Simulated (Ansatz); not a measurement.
Input file:

```yaml
crystal:
  periodic: [false, false, false]
  atoms:
    - {symbol: Si, position_ang: [0.000000, -0.035961, 1.165412]}
    - {symbol: Al, position_ang: [0.000000, -0.011793, -1.224879]}
    - {symbol: H, position_ang: [0.000000, 1.317723, 0.315431]}
basis:
  gaussian: {orbitals: def2-SVP}
magnetization: {spin_polarized: false}
correlation: {method: ccsd_t, electrons: outside_noble_gas, diis_vectors: 4}
accuracy: high
```

```sh
$ ansatz run in.yaml --threads 1 --pin off --events-out ev --progress --plain --max-ram 2393MiB
```

Log:

```
731 factors; integrals over basis functions are off by at most 3.6e-9 eV
mean field evaluation 1: about -14451.7920 eV, gradient 9.5e0 eV
mean field evaluation 2: about -14451.7970 eV, gradient 9.5e0 eV
mean field evaluation 4: about -14452.4809 eV, gradient 1.3e0 eV
mean field evaluation 8: about -14452.5118 eV, gradient 2.0e-3 eV
mean field evaluation 16: about -14452.8339 eV, gradient 1.5e0 eV
mean field evaluation 32: about -14452.2688 eV, gradient 6.3e0 eV
mean field evaluation 64: about -14452.9944 eV, gradient 4.3e-1 eV
mean field evaluation 96: about -14453.0087 eV, gradient 1.1e-1 eV
mean field evaluation 128: about -14446.8712 eV, gradient 8.4e-3 eV
mean field -14453.00893617 eV, -531.1382818028 hartree, gradient 6.9e-9 eV, S^2 0.000000; 7 other end points of the search recorded, 0 dependent functions left out; unrestricted orbitals would lower it
determinant -14453.00893617 eV, -531.1382818028 hartree, with singles and doubles -14457.40255935 eV, -531.2997444765 hartree
determinant -14452.51183310 eV, -531.1200136022 hartree, with singles and doubles -14457.41762613 eV, -531.3002981706 hartree
determinant -14453.00893617 eV, -531.1382818028 hartree, with singles and doubles -14457.40743987 eV, -531.2999238326 hartree
determinant -14452.51183310 eV, -531.1200136022 hartree, with singles and doubles -14457.42239450 eV, -531.3004734049 hartree
10 core orbitals not correlated: weight in the atoms' cores, before any rotation towards them, 1.000 or more for the frozen orbitals, at most 0.000 for the correlated occupied ones
reference -14452.51183310 eV, -531.1200136022 hartree; 4, 4 occupied and 27, 27 virtual orbitals, 731 factors
second order -4.00526734 eV of doubles, -0.00000000 eV of singles
cycle   1  -4.91056247 eV  change   -1.1e-6 eV  update   3.5e-6
cycle   2  -4.91056585 eV  change   -3.4e-6 eV  update   2.4e-6
cycle   3  -4.91056538 eV  change    4.7e-7 eV  update   1.1e-6
cycle   4  -4.91056482 eV  change    5.6e-7 eV  update   4.6e-7
cycle   5  -4.91056455 eV  change    2.7e-7 eV  update   2.0e-7
cycle   6  -4.91056452 eV  change    2.7e-8 eV  update   9.5e-8
cycle   7  -4.91056454 eV  change   -2.4e-8 eV  update   6.9e-8
cycle   8  -4.91056459 eV  change   -4.2e-8 eV  update   4.2e-8
cycle   9  -4.91056423 eV  change    3.5e-7 eV  update   2.8e-7
cycle  10  -4.91056428 eV  change   -4.6e-8 eV  update   1.4e-7
cycle  11  -4.91056425 eV  change    3.0e-8 eV  update   9.1e-8
cycle  12  -4.91056428 eV  change   -3.0e-8 eV  update   6.9e-8
cycle  13  -4.91056428 eV  change  -9.7e-10 eV  update   5.3e-8
cycle  14  -4.91056429 eV  change   -9.7e-9 eV  update   3.3e-8
cycle  15  -4.91056430 eV  change   -5.7e-9 eV  update   2.1e-8
cycle  16  -4.91056431 eV  change   -1.2e-8 eV  update   1.0e-8
cycle  17  -4.91056431 eV  change   -5.6e-9 eV  update   4.5e-9
cycle  18  -4.91056432 eV  change   -3.1e-9 eV  update   2.0e-9
cycle  19  -4.91056432 eV  change   -1.6e-9 eV  update  8.6e-10
cycle  20  -4.91056432 eV  change  -2.7e-10 eV  update  4.5e-10
perturbative correction -0.30827087 eV, -0.0113287455 hartree
Total energy: -14457.73066829 eV, -531.3118022579 hartree
```

Ran on 1 thread of Arm Neoverse V1, shared host: 1.6 s wall, 0.15 GiB peak host memory.
